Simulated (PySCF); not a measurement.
# BF under electron impact: the energy ladder

PBE0 in PySCF with def2-TZVP on every atom, for the lowest determinant that a PBE0 search found; no spin–orbit coupling.

```json
{"species": "BF", "state (unpaired electrons)": "singlet (closed shell)", "Re (Å)": "1.263", "ωe (cm⁻¹)": "1416", "energy of the minimum from the neutral (eV)": "0.00", "De (eV)": "7.78", "dissociates to": "B + F"}
{"species": "BF⁺", "state (unpaired electrons)": "doublet (σ ↑)", "Re (Å)": "1.212", "ωe (cm⁻¹)": "1707", "energy of the minimum from the neutral (eV)": "10.82", "De (eV)": "5.60", "dissociates to": "B⁺ + F"}
```

Q: Work out the lowest energy to break BF into atoms, from its vibrational ground state.

A: D0 = De − ωe/2 = 7.78 − 0.09 = 7.69 eV (PBE0/def2-TZVP).

Q: Work out the ionisation energy of the B atom at this level and the threshold of dissociative ionisation.

A: IE(B) = 10.82 + 5.60 − 7.78 = 8.64 eV, so B⁺ + F + e⁻ appears at D0 + IE(B) = 16.33 eV (PBE0/def2-TZVP). The measured IE(B) is 8.298 eV (NIST ASD).

These are thermodynamic thresholds; the onsets seen under electron impact lie higher where the geometry changes, and cross-sections peak well above them.

For an ion De counts to the pair picked by the measured ionisation energies or electron affinities, which need not be the lowest pair at this level. States were picked by a PBE0 search and need not be the measured ground states.
